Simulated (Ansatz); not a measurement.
**BH+ (doublet): the correlation ladder, def2-TZVPP**

The task here is to estimate one member of a computed series from the others.

Computed with Ansatz 0.2.0, Gaussian basis. Level: def2-TZVPP, core rule «outside noble gas», up to 1 orbitals frozen.

The runs, in order: UHF; ROHF; CCSD(T) on UHF.

2 further runs of the same task are left out: 2 set aside as unsound or not needed.

**What is computed**

The geometry is a PBE0/def2-TZVP stationary point (not a proven minimum) of the parent state, kept for this charge and spin.

2 atoms, charge 1, spin multiplicity 2.

Atoms are counted from 1 here; the program's logs count them from 0.

Bond lengths: B1–H2 1.241 Å.

The first run:

File in.yaml:

```yaml
crystal:
  periodic: [false, false, false]
  atoms:
    - {symbol: B, position_ang: [0.000000, 0.000000, 0.000000]}
    - {symbol: H, position_ang: [0.000000, 0.000000, 1.241044]}
basis:
  gaussian: {orbitals: def2-TZVPP}
total_charge: 1
magnetization: {spin_polarized: true, initial_magnetization: 1}
hamiltonian: {xc: hf}
output: {orbitals: {seedname: orbitals}}
```

Started as:

```console
ansatz run in.yaml --threads 1 --pin off --events-out ev --progress --plain --max-ram 4096MiB --backend cpu
```

Steps of the session up to this table: UHF; ROHF; CCSD(T) on UHF.

One table of the session follows, with a row left open; its other results are not shown here.

It belongs to the step «Misses and costs». 

```
  method  from UCCSD(T) (meV)
    ROHF              +1463.1
     UHF                    ?
    UMP2               +385.7
   UCCSD                +19.9
UCCSD(T)                    0
```

Q: Estimate the row for UHF from the others.

**Answer.** from UCCSD(T) (meV): +1422.7. In the column «from UCCSD(T) (meV)» it lies between UMP2 (+385.7) and ROHF (+1463.1).
